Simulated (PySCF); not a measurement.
**[NH4]+ (SMILES [NH4+]) at MP2/def2-TZVP**

Aim: a geometry optimisation of [NH4]+. 

Program for the calculation: PySCF 2.14.0.

2 further runs of the same task are left out: 2 set aside as unsound or not needed.

## (1) The structure to begin with

[NH4]+ has 5 atoms, charge +1, and is taken as a singlet. As SMILES, `[NH4+]`. The shape is that of a PBE0-D4/def2-TZVP optimisation. The run starts from this shape.

Bond lengths: N1–H2 1.024 Å, N1–H3 1.024 Å, N1–H4 1.024 Å, N1–H5 1.024 Å. Angles: H2–N1–H3 109.5°, H2–N1–H4 109.5°, H2–N1–H5 109.5°, H3–N1–H4 109.5°, H3–N1–H5 109.5°, H4–N1–H5 109.5°.

## (2) A structure relaxation at MP2/def2-TZVP

input.py reads:

```python
from pyscf import gto, scf, mp
from pyscf.geomopt.geometric_solver import kernel as optimise

system = gto.M(
    atom='''
N      0.000019     0.000019     0.000000
H      0.856670    -0.846333     1.513690
H     -1.837626     0.408521     0.444482
H      0.045240    -1.197066    -1.518678
H      0.935717     1.634859    -0.439513
''',
    max_memory=1860,
    charge=1,
    verbose=3,
    unit='bohr',
    basis='def2-tzvp',
)

mf = scf.RHF(system)
mf.conv_tol = 1e-10
mf.kernel()
if not mf.converged:
    mf = mf.newton().run(mf.mo_coeff, mf.mo_occ)
pt = mp.MP2(mf, frozen=1).run()
converged, mol_eq = optimise(pt, maxsteps=60, convergence_set='GAU_TIGHT')
print('converged:', converged)
print(mol_eq.tostring())

mf.reset(mol_eq)
system = mol_eq
mf.kernel()
if not mf.converged:
    mf = mf.newton().run(mf.mo_coeff, mf.mo_occ)
pt = mp.MP2(mf, frozen=1).run()
energy = pt.e_tot
print('E(%s) = %.9f' % ('MP2', energy))
```

Launch:

```console
$ OMP_NUM_THREADS=1 python input.py
```

Standard output:

```text
converged SCF energy = -56.562785622958
E(RMP2) = -56.7816882636152  E_corr = -0.218902640657195
E(SCS-RMP2) = -56.7848219523502  E_corr = -0.222036329392162

convergence_set           GAU_TIGHT
maxiter                   60
----------------------------------------------------------
Custom engine selected.
Bonds will be generated from interatomic distances less than 1.20 times sum of covalent radii
15 internal coordinates being used (instead of 15 Cartesians)
Internal coordinate system (atoms numbered from 1):
Distance 1-2
Distance 1-3
Distance 1-4
Distance 1-5
Angle 2-1-3
Angle 2-1-4
Angle 2-1-5
Angle 3-1-4
Angle 3-1-5
Angle 4-1-5
Translation-X 1-5
Translation-Y 1-5
Translation-Z 1-5
Rotation-A 1-5
Rotation-B 1-5
Rotation-C 1-5
> ===== Optimization Info: ====
> Job type: Energy minimization
> Maximum number of optimization cycles: 60
> Initial / maximum trust radius (Angstrom): 0.100 / 0.300
> Convergence Criteria:
> Will converge when all 5 criteria are reached:
>  |Delta-E| < 1.00e-06
>  RMS-Grad  < 1.00e-05
>  Max-Grad  < 1.50e-05
>  RMS-Disp  < 4.00e-05
>  Max-Disp  < 6.00e-05
> === End Optimization Info ===

Geometry optimization cycle 1
Cartesian coordinates (Angstrom)
 Atom        New coordinates             dX        dY        dZ
   N   0.000010   0.000010   0.000000    0.000000  0.000000  0.000000
   H   0.453330  -0.447860   0.801010   -0.000000  0.000000 -0.000000
   H  -0.972430   0.216180   0.235210    0.000000  0.000000  0.000000
   H   0.023940  -0.633460  -0.803650    0.000000  0.000000  0.000000
   H   0.495160   0.865130  -0.232580    0.000000  0.000000  0.000000
converged SCF energy = -56.5627856229579
E(RMP2_Scanner) = -56.7816882637014  E_corr = -0.218902640743456
E(SCS-RMP2_Scanner) = -56.7848219522632  E_corr = -0.222036329305331
--------------- RMP2_Scanner gradients ---------------
         x                y                z
0 N     0.0000015663     0.0000089484     0.0000031541
1 H    -0.0001631012     0.0001517240    -0.0002875533
2 H     0.0003510833    -0.0000749082    -0.0000854609
3 H    -0.0000072635     0.0002192444     0.0002880236
4 H    -0.0001822848    -0.0003050086     0.0000818366
----------------------------------------------
cycle 1: E = -56.7816882637  dE = -56.7817  norm(grad) = 0.000729801
Step    0 : Gradient = 3.264e-04/3.690e-04 (rms/max) Energy = -56.7816882637
Hessian Eigenvalues: 5.00000e-02 5.00000e-02 5.00000e-02 ... 4.37727e-01 4.37730e-01 4.37736e-01

Geometry optimization cycle 2
Cartesian coordinates (Angstrom)
 Atom        New coordinates             dX        dY        dZ
   N   0.000003   0.000002  -0.000002   -0.000007 -0.000008 -0.000002
   H   0.453531  -0.448025   0.801365    0.000201 -0.000165  0.000355
   H  -0.972861   0.216259   0.235315   -0.000431  0.000079  0.000105
   H   0.023944  -0.633717  -0.804013    0.000004 -0.000257 -0.000363
   H   0.495393   0.865481  -0.232676    0.000233  0.000351 -0.000096
converged SCF energy = -56.5627478093275
E(RMP2_Scanner) = -56.781688872642  E_corr = -0.218941063314433
E(SCS-RMP2_Scanner) = -56.7848246202486  E_corr = -0.222076810921033
--------------- RMP2_Scanner gradients ---------------
         x                y                z
0 N     0.0000014678     0.0000019039     0.0000003892
1 H    -0.0000011231    -0.0000000272    -0.0000019180
2 H     0.0000014637    -0.0000002055    -0.0000004777
3 H     0.0000000426     0.0000003583     0.0000015866
4 H    -0.0000018510    -0.0000020296     0.0000004200
----------------------------------------------
cycle 2: E = -56.7816888726  dE = -6.08941e-07  norm(grad) = 4.86355e-06
Step    1 : Displace = 3.952e-04/4.506e-04 (rms/max) Trust = 1.000e-01 (=) Grad = 2.175e-06/2.779e-06 (rms/max) E (change) = -56.7816888726 (-6.089e-07) Quality = 1.000
Hessian Eigenvalues: 5.00000e-02 5.00000e-02 5.00000e-02 ... 4.37726e-01 4.37731e-01 4.37877e-01

Geometry optimization cycle 3
Cartesian coordinates (Angstrom)
 Atom        New coordinates             dX        dY        dZ
   N   0.000002   0.000000  -0.000002   -0.000001 -0.000002 -0.000000
   H   0.453533  -0.448023   0.801368    0.000002  0.000002  0.000003
   H  -0.972863   0.216258   0.235316   -0.000003 -0.000001  0.000001
   H   0.023943  -0.633717  -0.804016   -0.000001  0.000000 -0.000004
   H   0.495396   0.865481  -0.232676    0.000003  0.000000  0.000000
converged SCF energy = -56.5627476047463
E(RMP2_Scanner) = -56.7816888832568  E_corr = -0.218941278510508
E(SCS-RMP2_Scanner) = -56.7848246398609  E_corr = -0.222077035114582
--------------- RMP2_Scanner gradients ---------------
         x                y                z
0 N     0.0000002421     0.0000003449     0.0000000765
1 H    -0.0000000742    -0.0000000966    -0.0000000820
2 H    -0.0000000048    -0.0000000314    -0.0000000247
3 H    -0.0000000213    -0.0000000926     0.0000000260
4 H    -0.0000001418    -0.0000001243     0.0000000043
----------------------------------------------
cycle 3: E = -56.7816888833  dE = -1.06148e-08  norm(grad) = 5.01913e-07
Step    2 : Displace = 3.233e-06/4.090e-06 (rms/max) Trust = 1.414e-01 (+) Grad = 2.245e-07/4.283e-07 (rms/max) E (change) = -56.7816888833 (-1.061e-08) Quality = 393.430
Hessian Eigenvalues: 5.00000e-02 5.00000e-02 5.00000e-02 ... 4.37726e-01 4.37731e-01 4.37877e-01
Converged! =D

converged: True
N           0.00000237        0.00000035       -0.00000193
H           0.45353290       -0.44802327        0.80136836
H          -0.97286337        0.21625824        0.23531571
H           0.02394279       -0.63371661       -0.80401649
H           0.49539589        0.86548129       -0.23267571
converged SCF energy = -56.5627476047465
E(RMP2) = -56.7816888726559  E_corr = -0.21894126790941
E(SCS-RMP2) = -56.7848246312183  E_corr = -0.222077026471814
E(MP2) = -56.781688873
```

Run time: 4.8 s. Hardware: 1 thread of Arm Neoverse V1, shared host; peak memory 0.29 GiB.

Step by step:

```csv
step,energy from the first frame kept (eV),largest force (eV/Å)
0,0.0000,0.0190
1,0.0000,0.0001
2,0.0000,0.0000
```

## (3) Outcome

At MP2/def2-TZVP, 1 core orbital frozen:

| quantity | value |
| --- | --- |
| total energy at the end | -56.78169 Eh |
| HOMO energy (Hartree–Fock orbitals) | -27.19 eV |
| LUMO energy (Hartree–Fock orbitals) | -3.21 eV |
| HOMO–LUMO gap (Hartree–Fock orbitals) | 23.98 eV |
| correlation energy (1 core orbital frozen) | -218.9 mEh |

At the final geometry: Bond lengths: N1–H2 1.024 Å, N1–H3 1.024 Å, N1–H4 1.024 Å, N1–H5 1.024 Å. Angles: H2–N1–H3 109.5°, H2–N1–H4 109.5°, H2–N1–H5 109.5°, H3–N1–H4 109.5°, H3–N1–H5 109.5°, H4–N1–H5 109.5°. The optimisation took 2 steps and changed the energy by -0.000 eV. Mulliken charges of the mean-field density run from -0.45 on N1 to +0.36 on H2; they depend strongly on the basis.
